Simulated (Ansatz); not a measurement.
A made-up structure of H$_{2}$S$_{2}$O$_{2}$, singlet:

```csv
atom,x (Å),y (Å),z (Å)
O1,-0.0667,0.6778,-1.3573
S2,1.2076,-0.0038,-0.6030
O3,0.4917,-0.9222,0.5520
S4,-0.0381,-0.1563,1.9604
H5,-0.4201,0.0503,-2.0004
H6,0.6462,-1.8717,0.6767
```

It is relaxed with PBE-D4/def2-SVP and then PBE0-D4/def2-TZVP (Ansatz 0.2.0). Atoms count as bonded within 1.22 times the sum of their covalent radii (H–H: 0.88 Å). The end point is not checked to be a true minimum.

**Question.** Does its bonding change? (Judge from chemistry; the calculation decides.)

**Answer.** By the calculation: Yes. Formed: none; broken: S2–O3.

Where it ends: The first stage lowers the energy by 1.66 eV in 15 steps. It ends as a complex of HSO ([OH][S]) + HSO ([OH][S]):
```json
{"atom": "O1", "x (Å)": "0.0592", "y (Å)": "0.6489", "z (Å)": "-1.0105"}
{"atom": "S2", "x (Å)": "1.4435", "y (Å)": "-0.1692", "z (Å)": "-1.2526"}
{"atom": "O3", "x (Å)": "0.8572", "y (Å)": "-0.8957", "z (Å)": "1.0096"}
{"atom": "S4", "x (Å)": "-0.5858", "y (Å)": "-0.1715", "z (Å)": "1.2031"}
{"atom": "H5", "x (Å)": "-0.6860", "y (Å)": "0.1404", "z (Å)": "-1.3577"}
{"atom": "H6", "x (Å)": "0.7324", "y (Å)": "-1.7787", "z (Å)": "0.6366"}
```

Labels in which every atom is bracketed show which atoms are joined, not bond orders.

For scale, one of the runs: PBE0-D4/def2-TZVP relaxation, 148 basis functions, launched by `ansatz run in.yaml --threads 2 --pin off --events-out ev --progress --plain --max-ram 4352MiB`. The run took about 46 s on 2 CPU threads of an Arm Neoverse N1 (shared host).
